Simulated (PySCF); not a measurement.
**F: electron affinity**

F- [Ne] (1S) → F [He] 2s2 2p5 (2P), as a difference of total energies. Calculation: PySCF 2.14, in aug-cc-pwCVDZ; the non-relativistic Hamiltonian (point nucleus). Correlated levels: valence and next inner shell: nothing frozen. The calculations carry no spin-orbit coupling.

| method | electron affinity (eV) | plus first-order spin-orbit estimate | error of that sum (eV) |
| --- | --- | --- | --- |
| UHF | 1.285 | 1.269 | -2.132 |
| MP2 (valence and next inner shell) | 3.557 | 3.540 | +0.139 |
| SCS-MP2 (valence and next inner shell) | 3.370 | 3.354 | -0.047 |
| CCSD (valence and next inner shell) | 3.127 | 3.110 | -0.291 |
| CCSD(T) (valence and next inner shell) | 3.235 | 3.218 | -0.183 |
| CCSDT (valence and next inner shell) | 3.236 | 3.219 | -0.182 |

Reference: 3.401 eV (measured; photodetachment measurements, as compiled on the Wikipedia data page of electron affinities).

A first-order spin-orbit estimate (lowest level to lowest level, LS coupling) adds -0.016 eV.

Errors of the correlated levels include the incompleteness of this basis.
